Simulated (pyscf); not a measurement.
Structures and frequencies: ωB97X-D3(BJ)/def2-SVP in PySCF.

**Question.** For H₃C–B(CH₃)–CH₃ + H• → •H₂C–B(CH₃)–CH₃ + H₂, a hydrogen abstraction (doublet surface; C–H broken, H–H formed), PBE/def2-TZVP gives ΔE‡ = 2.8 kcal/mol and ΔE = -5.3 kcal/mol (zero: the separated reactants). In which direction and how far do PBE0-D3(BJ)/def2-TZVP, M06-2X/def2-TZVP, ωB97M-D3(BJ)/def2-TZVP move these?

**Answer.** PBE0-D3(BJ): ΔE‡ = 5.2 kcal/mol, ΔE = -5.0 kcal/mol; M06-2X: ΔE‡ = 9.2 kcal/mol, ΔE = -7.3 kcal/mol; ωB97M-D3(BJ): ΔE‡ = 8.0 kcal/mol, ΔE = -6.2 kcal/mol. PBE's barrier lies under all of them, by 2.4 to 6.4 kcal/mol. Its reaction energy lies among theirs. Low barriers are usual for a GGA, whose delocalisation error favours stretched bonds. This is the saddle that the search found; another between the same sides may lie lower. The angle at the transferred H is 172°.
